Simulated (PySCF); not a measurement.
C₆H₆, optimised at HF/6-31G*:

```xyz
12

C      1.2605     0.5490    -0.0468
C      1.1020    -0.8276    -0.0868
C     -0.1688    -1.3804    -0.0509
C     -1.2811    -0.5565     0.0251
C     -1.1227     0.8201     0.0651
C      0.1481     1.3729     0.0292
H      2.2464     0.9779    -0.0747
H      1.9650    -1.4667    -0.1458
H     -0.2917    -2.4483    -0.0820
H     -2.2670    -0.9854     0.0529
H     -1.9856     1.4592     0.1240
H      0.2711     2.4408     0.0602
```

Energies from PySCF (xtb for GFN2), thermal terms from the rigid-rotor harmonic-oscillator model, ideal gas at 1 bar. 6-31G* has spherical d functions here. All species are closed-shell singlets. B3LYP is the form with VWN-RPA correlation.

**Question.** List the harmonic frequencies (cm⁻¹, unscaled) at this level and at the other levels, each on its own geometry.

**Answer.** 
- HF/6-31G*: 453, 453, 666, 666, 764, 776, 961, 961, 1084, 1096, 1100, 1100, 1136, 1142, 1142, 1200, 1294, 1294, 1354, 1509, 1653, 1653, 1799, 1799, 3347, 3358, 3358, 3377, 3377, 3389
- B3LYP/6-31G*: 415, 415, 621, 621, 694, 718, 864, 864, 969, 969, 1011, 1019, 1020, 1069, 1069, 1185, 1207, 1207, 1356, 1388, 1531, 1531, 1655, 1655, 3176, 3186, 3186, 3202, 3202, 3212
- GFN2-xTB: 368, 368, 579, 579, 658, 693, 882, 882, 930, 930, 937, 957, 1067, 1091, 1091, 1176, 1198, 1198, 1304, 1320, 1460, 1461, 1600, 1600, 3068, 3072, 3072, 3084, 3084, 3092
- PBE/def2-SVP: 402, 402, 600, 600, 669, 714, 839, 839, 964, 964, 980, 999, 1000, 1034, 1034, 1128, 1151, 1151, 1315, 1376, 1463, 1463, 1610, 1610, 3102, 3112, 3112, 3126, 3126, 3135
- PBE0/def2-TZVP: 410, 410, 618, 618, 689, 722, 866, 866, 969, 969, 998, 1023, 1030, 1070, 1070, 1170, 1198, 1198, 1366, 1378, 1520, 1520, 1661, 1661, 3180, 3190, 3190, 3206, 3206, 3216
